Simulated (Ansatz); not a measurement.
fcc Pb, treated with r²SCAN (Ansatz, an electronic-structure program, plane waves, PAW).

Settings: plane-wave cutoff 500 eV, 26×26×26 k mesh, Fermi–Dirac smearing 0.1 eV, scalar-relativistic PAW data made under PBE.

Computed at the level's own relaxed cell.

Task: Give the computed volume per atom and lattice constant a.

Result: 
- volume per atom = 31.16 Å³/atom
- lattice constant a = 4.995 Å

Measured, for comparison: equilibrium volume per atom 29.45 Å³/atom (low-temperature or extrapolated to 0 K; zero-point anharmonic expansion removed; as tabulated in Csonka et al. (2009), arXiv:0903.4037); lattice constant a 4.902 Å (low-temperature or extrapolated to 0 K; zero-point anharmonic expansion removed, our sources range from 4.902 to 4.912; as tabulated in Csonka et al. (2009), arXiv:0903.4037). Computed (rounded) less measured: equilibrium volume per atom +5.8 %, lattice constant a +1.9 % (+1.7 % to +1.9 % over the range).

Spin–orbit coupling is not included; it can shift volumes and moduli of such heavy elements.

The computed numbers hold no vibrational or temperature effects.
